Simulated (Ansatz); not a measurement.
Ansatz (a first-principles code) input (HF/def2-TZVPP): A basis named .json is the Basis Set Exchange file of that set (core-valence sets with the plain set on hydrogen).

Ansatz 0.2 input:
```yaml
crystal:
  periodic: [false, false, false]
  atoms:
    - {symbol: C, position_ang: [0.00050689, -0.00132078, 0.55496514]}
    - {symbol: F, position_ang: [-0.01645668, 1.26857246, -0.12029224]}
    - {symbol: F, position_ang: [1.10642385, -0.61968926, -0.12581178]}
    - {symbol: F, position_ang: [-1.09030510, -0.64800268, -0.12387274]}
basis:
  gaussian:
    orbitals: def2-TZVPP
    fitting: {mean_field: cc-pVTZ-JKFIT.json}
hamiltonian:
  xc: {name: HF}
total_charge: -1
magnetization: {spin_polarized: false}
```

Output:

```
Functional definition: HF
integrals: 0.03 GiB planned
316 factors; integrals over basis functions are off by at most 8.4e-1 eV
mean field: 0.14 GiB planned
mean field evaluation 1: about -9148.9044 eV, gradient 2.9e1 eV
mean field evaluation 2: about -9150.4577 eV, gradient 1.2e1 eV
mean field evaluation 4: about -9150.7715 eV, gradient 1.5e0 eV
mean field evaluation 8: about -9150.7817 eV, gradient 2.7e-5 eV
mean field -9150.78166997 eV, -336.2850237488 hartree, gradient 2.7e-5 eV, S^2 0.000000; 0 other end points of the search recorded, 0 dependent functions left out
reference -9150.78166997 eV, -336.2850237488 hartree; 17, 17 occupied and 107, 107 virtual orbitals, 316 factors
Total energy: -9150.78166997 eV, -336.2850237488 hartree
```
